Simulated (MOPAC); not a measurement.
MOPAC input (AM1):

```
AM1 FORCE THERMO(298,298) PRECISE LET UHF MS=0.5 GEO-OK AUX(PRECISION=9) THREADS=1
C2H

C    -0.00000000 1   -0.00000000 1   -0.46792017 1
C     0.00000000 1    0.00000000 1    0.72268427 1
H     0.00000000 1    0.00000000 1   -1.53181436 1
```

Output:

```
 *******************************************************************************
 **                                                                           **
 **                              MOPAC v23.2.5                                **
 **                                                                           **
 *******************************************************************************
 ** MOPAC's Digital Object Identifier: https://doi.org/10.5281/zenodo.6511958 **
 **                                                                           **
 ** Please cite the open-source release paper for use of this MOPAC version:  **
 ** J. E. Moussa and J. J. P. Stewart (2026)                                  **
 ** MOPAC: An open-source semiempirical molecular orbital program             **
 ** J. Open Source Softw., 11(119), 8025, https://doi.org/10.21105/joss.08025 **
 *******************************************************************************

                              AM1 CALCULATION RESULTS

 *******************************************************************************
 *  AM1        - The AM1 Hamiltonian to be used
 *  GEO-OK     - OVERRIDE INTERATOMIC DISTANCE AND OTHER SAFETY CHECKS
 *  UHF        - UNRESTRICTED HARTREE-FOCK CALCULATION
 *  MS=        - IN MECI, MAGNETIC COMPONENT OF SPIN =  0.5
 *  LET        - OVERRIDE SOME SAFETY CHECKS
 *  PRECISE    - TIGHTER CRITERIA TO BE USED
 *  FORCE      - FORCE CALCULATION SPECIFIED
 *  AUX        - OUTPUT AUXILIARY INFORMATION
 *  THERMO     - THERMODYNAMIC QUANTITIES TO BE CALCULATED
 *******************************************************************************
AM1 FORCE THERMO(298,298) PRECISE LET UHF MS=0.5 GEO-OK AUX(PRECISION=9) THREADS=1
 C2H

   ATOM   CHEMICAL          X               Y               Z
  NUMBER   SYMBOL      (ANGSTROMS)     (ANGSTROMS)     (ANGSTROMS)

     1       C         -0.00000000  *  -0.00000000  *  -0.46792017  *
     2       C          0.00000000  *   0.00000000  *   0.72268427  *
     3       H          0.00000000  *   0.00000000  *  -1.53181436  *

          CARTESIAN COORDINATES

    NO.       ATOM           X           Y           Z

     1         C         -0.0000     -0.0000     -0.4679
     2         C          0.0000      0.0000      0.7227
     3         H          0.0000      0.0000     -1.5318

  H: (AM1): M.J.S. DEWAR ET AL, J. AM. CHEM. SOC. 107 3902-3909 (1985)
  C: (AM1): M.J.S. DEWAR ET AL, J. AM. CHEM. SOC. 107 3902-3909 (1985)

           Empirical Formula: C2 H  =     3 atoms

      MOLECULAR POINT GROUP   :   C*v

          UHF CALCULATION, NO. OF ALPHA ELECTRONS =    5
                           NO. OF BETA  ELECTRONS =    4

          HEAT OF FORMATION =     142.422159 KCALS/MOLE

          CARTESIAN COORDINATE DERIVATIVES

   NUMBER  ATOM         X            Y            Z

     1       C     -0.027591     0.000000     0.000000
     2       C      0.028218     0.000000     0.000000
     3       H     -0.000627     0.000000     0.000000

 DIPOLE           X         Y         Z       TOTAL
 POINT-CHG.    -1.298     0.000    -0.000     1.298
 HYBRID         0.325    -0.000    -0.000     0.325
 SUM           -0.973    -0.000    -0.000     0.973

          GRADIENT NORM =   0.03947

          MOLECULAR WEIGHT =   25.03

          ROTATIONAL CONSTANTS IN CM(-1)

          A =    0.00000000   B =    1.50838033   C =    1.50838033

           PRINCIPAL MOMENTS OF INERTIA IN UNITS OF 10**(-40)*GRAM-CM**2

          A =        0.0000   B =       18.5582   C =       18.5582

          ORIENTATION OF MOLECULE IN FORCE CALCULATION

    NO.       ATOM         X         Y         Z

     1          C      -0.5285   -0.0000    0.0000
     2          C       0.6621   -0.0000    0.0000
     3          H      -1.5924    0.0000   -0.0000

    FIRST DERIVATIVES WILL BE USED IN THE CALCULATION OF SECOND DERIVATIVES

    FOR POINT-GROUP C*v  THERE ARE  84 UNIQUE SYMMETRY FUNCTIONS.

(To convert to Hartree/Bohr^2, multiply by (10^(-21) x N x a0^2)/(4.184 x 627.51) =  0.0642)

           FORCE MATRIX IN MILLIDYNES/ANGSTROM

                  C  1       C  2       H  3
 ------------------------------------------
     C    1  22.055721
     C    2  16.215740  16.619689
     H    3   5.836535   0.463027   6.243599

          HEAT OF FORMATION =     142.422159 KCALS/MOLE

          ZERO POINT ENERGY       9.596 KCAL/MOL

           NORMAL COORDINATE ANALYSIS (Total motion = 1 Angstrom)

   Root No.       1         2         3         4

                 1 Pi      1 Pi      1 Sig     2 Sig

                 603.8     603.8    2112.8    3391.8

   x  C    1    0.0000    0.0000   -0.2765   -0.0920
   y  C    1   -0.1287    0.0044   -0.0000   -0.0000
   z  C    1   -0.0044   -0.1287   -0.0000    0.0000
   x  C    2   -0.0000   -0.0000    0.3111    0.0173
   y  C    2    0.0607   -0.0021    0.0000    0.0000
   z  C    2    0.0021    0.0607    0.0000   -0.0000
   x  H    3   -0.0000   -0.0000   -0.4124    0.8907
   y  H    3    0.8100   -0.0274    0.0000    0.0000
   z  H    3    0.0274    0.8100   -0.0000    0.0000

           MASS-WEIGHTED COORDINATE ANALYSIS (NORMAL COORDINATES)

   Root No.       1         2         3         4

                 1 Pi      1 Pi      1 Sig     2 Sig

                 603.8     603.8    2112.8    3391.8

   x  C    1    0.0000    0.0000   -0.6385   -0.3353
   y  C    1   -0.4687    0.0159   -0.0000   -0.0000
   z  C    1   -0.0159   -0.4687   -0.0000    0.0000
   x  C    2   -0.0000   -0.0000    0.7184    0.0630
   y  C    2    0.2212   -0.0075    0.0000    0.0000
   z  C    2    0.0075    0.2212    0.0000   -0.0000
   x  H    3   -0.0000   -0.0000   -0.2759    0.9400
   y  H    3    0.8545   -0.0289    0.0000    0.0000
   z  H    3    0.0289    0.8545   -0.0000    0.0000

          DESCRIPTION OF VIBRATIONS

 VIBRATION          2    1Pi         ATOM PAIR     ENERGY CONTRIBUTION    RADIAL
 FREQUENCY           603.81         C 1 -- H 3         +92.6% ( 95.1%)      0.0%
 TRANSITION DIPOLE   0.6236         C 1 -- C 2          +7.4% ( 26.9%)      0.0%
 TRAVEL (Ang.)       0.3118
 REDUCED MASS        1.1486
 EFFECTIVE MASS      2.7773
 FORCE CONSTANT      0.2467

 VIBRATION          3    1Sig        ATOM PAIR     ENERGY CONTRIBUTION    RADIAL
 FREQUENCY          2112.80         C 1 -- C 2         +81.1% (101.3%)    100.0%
 TRANSITION DIPOLE   0.4361         C 1 -- H 3         +18.9% ( 48.9%)    100.0%
 TRAVEL (Ang.)       0.0783
 REDUCED MASS        5.2024
 EFFECTIVE MASS     11.7977
 FORCE CONSTANT     13.6827

 VIBRATION          4    2Sig        ATOM PAIR     ENERGY CONTRIBUTION    RADIAL
 FREQUENCY          3391.83         C 1 -- H 3         +96.2% ( 99.6%)    100.0%
 TRANSITION DIPOLE   1.1601         C 1 -- C 2          +3.8% ( 19.9%)    100.0%
 TRAVEL (Ang.)       0.1455
 REDUCED MASS        0.9389
 EFFECTIVE MASS      1.8235
 FORCE CONSTANT      6.3643

      SYMMETRY NUMBER FOR POINT-GROUP C*v =  1

          SYSTEM IS A GROUND STATE

 C2H

          MOLECULE IS LINEAR

          THERE ARE  4 GENUINE VIBRATIONS IN THIS SYSTEM
          THIS THERMODYNAMICS CALCULATION IS LIMITED TO
          MOLECULES WHICH HAVE NO INTERNAL ROTATIONS

                    CALCULATED THERMODYNAMIC PROPERTIES
                                          *
   TEMP. (K)   PARTITION FUNCTION   H.O.F.    ENTHALPY  HEAT CAPACITY ENTROPY
                                   KCAL/MOL   CAL/MOLE    CAL/K/MOL  CAL/K/MOL

 298.00  VIB.     0.1118D+01                   198.0511     2.0539     0.8861
         ROT.     0.1373D+03                   592.1869     1.9872    11.7687
         INT.     0.1535D+03                   790.2380     4.0411    12.6549
         TRA.     0.1211D+27                  1480.4672     4.9680    35.5870
         TOT.                      142.422    2270.7052     9.0091    48.2419

   *: NOTE: HEATS OF FORMATION ARE RELATIVE TO THE
            ELEMENTS IN THEIR STANDARD STATE AT 298K
              (=  Standard Enthalpy of Formation).

            Hvib:  Zero-point energy is not included.
                   frequencies of less than zero cm-1 are not included.
            Hrot = (3/2)RT
            Htra = (3/2)RT + pV = (5/2)RT

            Heat capacity is Cp, not Cv

          For more information, see: HTTP://OpenMOPAC.net/Manual/thermochemistry.html

           FORCE CONSTANT IN CARTESIAN COORDINATES (Millidynes/A)

    ATOM   CHEMICAL       X               Y               Z
   NUMBER   SYMBOL  FORCE CONSTANT  FORCE CONSTANT  FORCE CONSTANT

      1       C       22.032410        0.567929        0.567929
      2       C       16.628620        0.126099        0.126099
      3       H        6.238407        0.158115        0.158115

 **********************
 *                    *
 * JOB ENDED NORMALLY *
 *                    *
 **********************

 == MOPAC DONE ==
```
